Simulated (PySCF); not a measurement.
Electronic absorption of [C4H5]+

Compound: C₄H₅ (charge +1).
SMILES: `C[c+]1cc1`

The calculation used TDDFT wB97X-D/def2-SVPD, vertical, gas phase, core orbitals frozen in the response (PySCF 2.14.0, density-fitted response routines). Isolated species at its GFN2-xTB geometry, gas phase.

Question: Predict the UV-vis stick spectrum at this level.

Answer: 

| state | E (eV) | λ (nm) | ν̃ (cm⁻¹) | f | symmetry | main configurations (H = HOMO, L = LUMO) |
| --- | --- | --- | --- | --- | --- | --- |
| S1 | 6.70 | 185.1 | 54040 | 0.0012 | – | H→L+1 (92%) |
| S2 | 6.93 | 179.0 | 55860 | 0.0000 | – | H→L (91%) |
| S3 | 7.48 | 165.8 | 60330 | 0.0002 | – | H-2→L (92%) |
| S4 | 7.87 | 157.5 | 63510 | 0.0004 | – | H-2→L+1 (98%) |
| S5 | 8.42 | 147.3 | 67890 | 0.331 | A′ | H-1→L+1 (95%) |
| S6 | 8.54 | 145.1 | 68920 | 0.069 | A″ | H-1→L (95%) |
| S7 | 9.68 | 128.1 | 78040 | 0.0035 | A″ | H-3→L+1 (96%) |
| S8 | 10.27 | 120.7 | 82850 | 0.0001 | – | H-3→L (92%) |

Triplets, Tamm–Dancoff:

```tsv
state	E (eV)	λ (nm)	main configurations (H = HOMO, L = LUMO)
T1	6.32	196.3	H→L+1 (90%)
T2	6.40	193.6	H-1→L (79%), H-4→L (19%)
T3	6.48	191.2	H→L (88%), H-3→L (10%)
```

The lowest singlet lies at 6.70 eV (185 nm, vacuum ultraviolet) and is very weak; its leading configuration is HOMO→LUMO+1 (92%). The strongest level in the table is S5 at 8.42 eV (147 nm, f = 0.331). Löwdin shares by element: HOMO carbon 72% (atoms not listed hold the other 28%); LUMO carbon 90% or more, hydrogen 5% or more. Weighted by f, the mean energy of these states is 8.44 eV. Orbital energies (eV): HOMO-3 -20.38, HOMO-2 -18.88, HOMO-1 -18.20, HOMO -17.68, LUMO -5.28, LUMO+1 -5.16, LUMO+2 -2.05. Of the 8 states listed, 2 reach f = 0.01 and 4 stay under 0.0005. Symmetry labels in Cs follow from the direction of the transition dipole and are given only for states with f of 0.002 or more. Singlets were solved by full linear response, triplets in the Tamm–Dancoff approximation.
